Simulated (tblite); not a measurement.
Compound: C₆H₇ (doublet state).
SMILES: `C=C1C=C[C]1C`

Computed with GFN2-xTB (tblite): harmonic, unscaled wavenumbers at the GFN2-xTB geometry, gas phase. Errors from tens to a few hundred cm⁻¹ against measured bands are possible. Open shells enter through the occupations alone, without spin polarisation, and single modes of such species can be off by tens of per cent.

Harmonic wavenumbers (cm⁻¹): 79.1, 189.9, 215.3, 227.4, 389.6, 546.4, 635.1, 692.8, 706.0, 782.4, 829.0, 832.6, 881.4, 953.3, 995.5, 1024.4, 1076.9, 1106.7, 1206.3, 1335.0, 1387.1, 1403.9, 1455.2, 1465.2, 1526.2, 1768.6, 2948.5, 2972.9, 3030.8, 3099.1, 3117.5, 3123.8, 3170.8.

A = 5440, B = 3981, C = 2332 MHz; mass 79.055 u (most abundant isotopes); point group Cs, symmetry number 1; spin multiplicity 2.

Problem. Zero-point energy?

Solution. Half the sum of the wavenumbers: 22587 cm⁻¹ = 64.58 kcal/mol.

Problem. What is S at 400 K and 1 bar for an ideal gas of classical rigid rotors and harmonic oscillators?

Solution. Translation 40.50, rotation 27.13, vibration 20.08, spin (R ln 2) 1.38: S = 89.1 cal/(mol K).

Problem. And Cp and H(400 K) − H(0)?

Solution. Cp = 32.51 cal/(mol K), of which vibrations give 24.56 (their classical limit is 33 R = 65.6); H(400 K) − H(0) = 7.72 kcal/mol without the zero-point energy, 4.54 from vibrations.

Problem. Blend soft modes into free rotors: weight 1/[1 + (100 cm⁻¹/ν̃)⁴] for the oscillator and the rest for a rotor with moment μB/(μ + B), μ = h/(8π²ν), B = 10⁻⁴⁴ kg m². What vibrational entropy results?

Solution. 19.25 cal/(mol K) in place of 20.08, which changes −T·S at 400 K by +0.33 kcal/mol.

Problem. What must be added to the electronic energy to get the Gibbs energy at 400 K and 1 bar?

Solution. ZPE + [H(400 K) − H(0)] − T·S = 64.58 + 7.72 − 35.64 = 36.66 kcal/mol.

Hindered rotation and anharmonicity are outside this model.

Hardware: one thread, x86-64 server, on a shared host. This covers the Hessian and the dipole derivatives.
